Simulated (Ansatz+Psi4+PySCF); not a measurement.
## doublet ClNO(+): levels of theory in one basis

| atom | x (Å) | y (Å) | z (Å) |
| --- | --- | --- | --- |
| Cl | -0.5377 | -0.9613 | 0.0000 |
| N | 0.0000 | 0.9970 | 0.0000 |
| O | 1.1427 | 1.1703 | 0.0000 |

Basis set: cc-pVTZ on N, O; cc-pV(T+d)Z on Cl (spherical functions). Frozen core: 7 orbitals. Correlation on ROHF uses semicanonical orbitals with singles. Charge 1, multiplicity 2.

Computed with Ansatz (development build ahead of 0.2.0); each method stands on the lowest determinant of its kind that the runs found.

```
      method  E − E(ROHF) (eV)  <S²> of the determinant
        ROHF              0.00                     0.75
         UHF             -0.28                     1.12
    ROHF-MP2            -16.62                        –
   ROHF-CCSD            -16.80                        –
    UHF-CCSD            -16.78                     1.12
ROHF-CCSD(T)            -17.75                        –
 UHF-CCSD(T)            -17.69                     1.12
   UHF-CCSDT            -17.78                     1.12
```

(1) What does UHF-MP2 give on the same scale?

Answers

(1) -15.69 eV.

Caution for UHF, UHF-MP2, UHF-CCSD, UHF-CCSD(T), UHF-CCSDT: the unrestricted determinant is spin contaminated. Caution for ROHF-MP2, UHF-MP2, ROHF-CCSD, UHF-CCSD, ROHF-CCSD(T), UHF-CCSD(T), UHF-CCSDT: large amplitudes, a single reference is doubtful. Caution for UHF-CCSD(T): another reference gives a lower total.
